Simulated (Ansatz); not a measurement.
Results of rVV10 in Ansatz (plane waves, PAW) for litharge SnO.

Numerical settings: plane-wave cutoff 930 eV, 10×10×8 k mesh (along the axes of the cell as run), scalar-relativistic PAW data made under PBE.

Cell (relaxed at this level):

```cif
data_O2Sn2
_chemical_formula_sum 'Sn2 O2'
_space_group_name_H-M_alt 'P4/nmm :1'
_space_group_IT_number 129
_space_group_name_Hall 'P 4ab 2ab -1ab'
_cell_length_a 3.88966
_cell_length_b 3.88966
_cell_length_c 4.94673
_cell_angle_alpha 90.000
_cell_angle_beta 90.000
_cell_angle_gamma 90.000
loop_
_space_group_symop_operation_xyz
  'x, y, z'
  '-y+1/2, x+1/2, z'
  '-x, -y, z'
  'y+1/2, -x+1/2, z'
  'x+1/2, -y+1/2, -z'
  '-y, -x, -z'
  '-x+1/2, y+1/2, -z'
  'y, x, -z'
  '-x+1/2, -y+1/2, -z'
  'y, -x, -z'
  'x+1/2, y+1/2, -z'
  '-y, x, -z'
  '-x, y, z'
  'y+1/2, x+1/2, z'
  'x, -y, z'
  '-y+1/2, -x+1/2, z'
loop_
_atom_site_label
_atom_site_type_symbol
_atom_site_symmetry_multiplicity
_atom_site_Wyckoff_symbol
_atom_site_fract_x
_atom_site_fract_y
_atom_site_fract_z
_atom_site_occupancy
Sn1 Sn 2 c 0.00000 0.50000 0.23544 1
O1 O 2 a 0.00000 0.00000 0.00000 1
```

Problem. Give the computed elastic constant C11, elastic constant C44, Voigt–Reuss–Hill shear modulus (Hill average), elastic constant C12, elastic constant C13, elastic constant C33 and elastic constant C66.

Solution. 
- elastic constant C11: 89.9 GPa
- elastic constant C44: 23.6 GPa
- Voigt–Reuss–Hill shear modulus (Hill average): 22.4 GPa
- elastic constant C12: 80.2 GPa
- elastic constant C13: 16.3 GPa
- elastic constant C33: 32.8 GPa
- elastic constant C66: 74.2 GPa

Elastic constants are with the ions relaxed.

Spin–orbit coupling is not included.

Computed values are for the static lattice.

Cost on a shared machine: around 110 core-minutes (rough).

Ansatz is a first-principles code.
